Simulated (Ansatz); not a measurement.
The same path of H3P + H5NSi (11 atoms, charge 0, multiplicity 1) was run twice with different band settings. Lost on the way: Si1–N2, H6–P7. Made: Si1–P7, N2–H6.

All numbers below come from Ansatz, RKS PBE-D4/def2-SVP.

Relaxed end points:

```xyz
11
Properties=species:S:1:pos:R:3
Si -1.258 -1.078 1.082
N 0.392 -0.507 0.912
H -2.115 0.115 1.402
H -1.504 -2.115 2.158
H -1.659 -1.688 -0.233
H 0.517 1.041 -0.947
P 0.602 1.917 -2.096
H 0.789 0.055 1.671
H 1.097 -1.168 0.572
H 1.840 2.504 -1.644
H 1.300 0.925 -2.877
```

```xyz
11
Properties=species:S:1:pos:R:3
Si -1.508 -0.562 -0.253
N 1.849 0.269 1.477
H -1.847 0.140 1.034
H -0.616 -1.736 0.062
H -2.777 -1.076 -0.875
H 2.318 0.757 0.703
P -0.553 0.973 -1.642
H 1.036 0.849 1.724
H 1.464 -0.595 1.074
H 0.620 1.017 -0.801
H 0.014 -0.036 -2.502
```

Common settings: movable images 7; spring 5.0 eV/Å²; start path through a guess of the saddle point; force threshold 0.05 eV/Å; iteration limit 60; end points relaxed.

| run | climbing image | optimiser |
| --- | --- | --- |
| 1 | yes | quadratic models (default) |
| 2 | from the first iteration | fire |

**Question.** What does each run give, and how far can it be trusted?

**Answer.** Run 1: converged after 17 iterations, highest image 1.318 eV above the first end. A vibrational analysis at the climbing image gives one clearly imaginary mode, 404i cm⁻¹: a first-order saddle point.
Run 2: not converged after 60 iterations, highest image 1.313 eV above the first end. The band didn't meet its force threshold, so its energies are provisional: the largest band force was still 0.20 eV/Å, and over the last iterations the top stayed at 1.31 eV.
The orbitals stay closed-shell, which can raise the energy where a bond breaks towards radicals; this wasn't checked here.
